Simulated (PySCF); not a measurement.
Ionisation energy of P by level of theory

P [Ne] 3s2 3p3 (4S) → P⁺ [Ne] 3s2 3p2 (3P), as a difference of total energies. Computed with PySCF 2.14 in cc-pV(T+d)Z, with the non-relativistic Hamiltonian (point nucleus). Correlated levels: valence: [Ne] frozen. The calculations carry no spin-orbit coupling.

| method | ionisation energy (eV) |
| --- | --- |
| UHF | 9.912 |
| LDA | 10.581 |
| B3LYP | 10.385 |
| MP2 (valence) | 10.482 |
| CCSD (valence) | 10.416 |

Task: Estimate what CCSD(T) (valence) gives.

Result: 10.458 eV, closest to MP2 (valence) among the rows shown.

Task: Estimate what SCS-MP2 (valence) gives.

Result: 10.307 eV, closest to B3LYP among the rows shown.

Errors of the correlated levels include the incompleteness of this basis and the frozen core.

For comparison: 10.526 eV (measured; NIST levels, between the centres of gravity of the two terms).
